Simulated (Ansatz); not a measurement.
# CF2, SMILES F[C]F: a search for lower mean-field states

With Ansatz's Python interface.

Run as a notebook:

**Cell 1**
```python
import ansatz
import numpy as np
```

**Cell 2**
```python
molecule = (
    ansatz.Crystal.molecule()
    .atom('F', [0.39694, 1.0328, 0.33277])
    .atom('C', [0.32682, -0.27218, 0.14973])
    .atom('F', [-0.72376, -0.76062, -0.4825])
)
symbols = [site.symbol for site in molecule.cartesian_sites]
```

**Cell 3**
```python
start = np.array([site.position_ang for site in molecule.cartesian_sites])
for factor in [1.0, 1.25, 1.6]:
    xyz = (start - start.mean(axis=0)) * factor
    scaled = ansatz.Crystal.molecule()
    for symbol, place in zip(symbols, xyz):
        scaled = scaled.atom(symbol, place.tolist())
    setup = (
        scaled.calculation()
        .basis(gaussian='6-31G*')
        .functional('b3lyp', dispersion='d3bj')
        .spin('collinear')
    )
    for search in ('off', 'standard'):
        try:
            summary = setup.scf(lower_state_search=search).run().report
        except ansatz.AnsatzError as error:
            print(f'x{factor} search {search}: {type(error).__name__}')
            continue
        state = summary['mean_field']['state']
        print(f'all distances x{factor}, search {search:8s} E = {summary["free_energy_ev"]:.5f} eV  <S^2> = {abs(state["spin_squared"]):.3f}  other states met: {len(summary["mean_field"]["others"])}')
```
Output:
```text
all distances x1.0, search off      E = -6467.50451 eV  <S^2> = 0.000  other states met: 0
all distances x1.0, search standard E = -6467.50451 eV  <S^2> = 0.000  other states met: 1
all distances x1.25, search off      E = -6464.83683 eV  <S^2> = 0.000  other states met: 0
all distances x1.25, search standard E = -6464.83683 eV  <S^2> = 0.000  other states met: 1
all distances x1.6, search off      E = -6459.82956 eV  <S^2> = 0.000  other states met: 0
all distances x1.6, search standard E = -6459.94892 eV  <S^2> = 0.516  other states met: 7
```

Notes:
- Total energies depend on the basis set; only differences at equal settings carry meaning.
- The count of other states can hold repeated and symmetry-equivalent ends of the search; scaling all distances is a test, and for more than two atoms no physical path.
- The geometry comes from a force field and isn't relaxed at this level.
- The expectation value of S² is noticeably off S(S+1) in at least one run, so that state is spin-contaminated.
- b3lyp holds the VWN-RPA fit, as in Gaussian; the form of ORCA and Turbomole is b3lyp5.
- Timing: 10 s on 1 thread of Arm Neoverse V1, on a shared host, peak memory 0.17 GiB.
